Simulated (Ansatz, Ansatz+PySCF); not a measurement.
```
atom   x (Å)    y (Å)    z (Å)
   F  0.0000  -0.3535  -1.0985
   H  0.0000   0.4188  -0.7347
   F  0.0000   0.3535   1.0985
   H  0.0000  -0.4188   0.7347
```

RHF-MP2 on singlet H₂F₂ was run in several spherical basis sets with Ansatz (development build ahead of 0.2.0). Frozen core: 2 orbitals.

(1) Rank the basis sets by the total energy that they give, lowest first, with the distance from the lowest.
A. cc-pVTZ
B. def2-TZVP
C. cc-pVDZ
D. 6-31G(d)
E. def2-SVP

## Answers

(1) A (0.00 eV), B (0.06 eV), C (5.81 eV), D (8.16 eV), E (10.65 eV).

Totals follow the description of the cores as much as that of the bonds, so this order isn't one of quality for chemistry.
